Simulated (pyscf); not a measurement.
F–SiH(F)–F (SMILES F[SiH](F)F) + H₂O (SMILES O) → HO–Si(F)(F)–F (SMILES O[Si](F)(F)F) + H₂ (SMILES [H][H]), a four-centre exchange (singlet surface; H–Si, H–O broken, O–Si, H–H formed). PySCF, gas phase, ωB97X-D3(BJ)/def2-SVP geometries. Energies in eV from the separated reactants.

Small-basis levels: PySCF, no dispersion term, spherical d functions. AM1 to PM7: differences of heats of formation from MOPAC, which are fitted to 298 K values and so differ in kind from electronic energies by zero-point and thermal terms. GFN2-xTB: tblite. Cost: rough CPU time at the saddle relative to B3LYP/6-31G*, from one job on a shared machine.

| level | barrier | reaction energy | cost |
|---|---|---|---|
| HF/STO-3G | 2.76 | -0.55 | 0.04 |
| MP2/6-31G* | 1.68 | -1.18 | 0.1 |
| SVWN5/6-31G* | 0.50 | -1.15 | 1.0 |
| BP86/6-31G* | 1.20 | -1.03 | 2 |
| B3LYP/3-21G | 0.55 | -1.40 | 0.6 |
| B3LYP/LANL2DZ | 1.32 | -0.64 | 0.7 |
| B3LYP/6-31G* | 1.44 | -1.06 | 1 |
| PBE/def2-SVP | 0.88 | -0.89 | 2 |
| GFN2-xTB | 1.76 | -0.48 | under 0.02 |
| PM3 | (withheld) | -2.17 | under 0.02 |
| PM6 | (withheld) | -1.80 | under 0.02 |
| PM7 | 1.22 | -1.81 | under 0.02 |
| ωB97M-D3(BJ)/def2-TZVP | (withheld) | -0.98 | – |

Some entries are withheld; supply them.


- PM3, barrier: 1.48
- PM6, barrier: 0.73
- ωB97M-D3(BJ)/def2-TZVP, barrier: 1.34

Against the last row the barrier runs from -0.84 (SVWN5/6-31G*) to +1.42 eV (HF/STO-3G). ωB97M-D3(BJ)/def2-TZVP has limits of its own. On the reactant side the descent ends in a complex, 0.22 eV under the separated species and 1.58 eV under the saddle at ωB97X-D3(BJ)/def2-TZVP. The same reactants have a lower exit, to HO–SiH(F)–F + HF (barrier +0.96 eV at ωB97M-D3(BJ)/def2-TZVP, against +1.34 eV here). One saddle was located; it need not be the lowest between these sides.
